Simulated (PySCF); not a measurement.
Calculated properties of 1-pyrroline, `C1=NCCC1`

Species: 1-pyrroline, C₄H₇N.
SMILES with atom numbers: `[CH:1]1=[N:2][CH2:3][CH2:4][CH2:5]1` (hydrogens: H6 on C1; H7, H8 on C3; H9, H10 on C4; H11, H12 on C5)

Some functional groups and rings: imine.

From GFN2-xTB geometry:

- Point group of the GFN2-xTB geometry: Cs
- Rotational constants A, B, C of the GFN2-xTB geometry: 7.847, 7.501, 4.130 GHz

**CAM-B3LYP/def2-SVPD ground state and vertical TDDFT (core frozen in the response) (PySCF)**

* Dipole moment: 2.21 D
* HOMO energy: -8.78 eV
* LUMO energy: 1.35 eV
* HOMO–LUMO gap: 10.13 eV
* Lowest singlet excitation: 5.51 eV (225 nm, f = 0.003)
* Strongest line among the 8 lowest singlet transitions: S3 at 7.58 eV (164 nm, f = 0.185)
* Lowest triplet excitation (Tamm–Dancoff): 4.67 eV
* Static isotropic polarisability: 51.2 au
* Electronic spatial extent ⟨r²⟩ about the centre of nuclear charge: 353 bohr²

Monoisotopic mass (most abundant isotopes): 69.0578 u.

S1 lies 4.62 eV below the HOMO–LUMO gap. With B = h/(8π²I), that is 505.379 GHz u Å² over I, the principal moments of inertia are 64.4, 67.4 and 122.4 u Å² (most abundant isotopes). The polarisability is 7.58 Å³ as a volume (1 au = 0.148185 Å³), or 1.35 au for each of the 38 electrons. The principal polarisabilities are 41.4, 51.8 and 60.3 au; their mean is the isotropic value. A dipole of 2.21 D is allowed in Cs, and pure rotational transitions are dipole-allowed. The 8 singlets span 5.51 to 8.66 eV, and their oscillator strengths add up to 0.24. The dipole equals about 7.4 × 10⁻³⁰ C·m (1 D = 3.33564 × 10⁻³⁰ C·m). No computed singlet falls in the visible range (750 to 380 nm, 1.65 to 3.26 eV); S1 lies 2.25 eV above its blue end.

Geometry: GFN2-xTB; no solvent, vibrations or thermal averaging.
